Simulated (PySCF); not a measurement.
**Working out the ionisation energy of Al**

Al [Ne] 3s2 3p1 (2P) → Al⁺ [Ne] 3s2 (1S). Computed with PySCF 2.14 in aug-cc-pwCVTZ (8s7p5d3f, 75 functions), with the non-relativistic Hamiltonian (point nucleus). Frozen: nothing. Energies in hartree (1 hartree = 27.21139 eV):

```csv
part,Al (lower),Al⁺ (upper)
UHF,-241.879246,-241.673480
CCSD correlation,-0.328529,-0.317125
(T),-0.004388,-0.003431
```

What does Hartree-Fock give?

(-241.673480) − (-241.879246) = 0.205766 hartree = 5.599 eV.

What do CCSD and CCSD(T) give?

The CCSD correlation energies differ by 0.011404 hartree = 0.310 eV and the triples by 0.000957 hartree = 0.026 eV, so CCSD gives 5.909 eV and CCSD(T) 5.935 eV.

Measured between the centres of the two terms (NIST): 5.977 eV, so CCSD(T) (all electrons) is off by -0.042 eV.

What remains against the reference includes basis incompleteness and higher excitations.
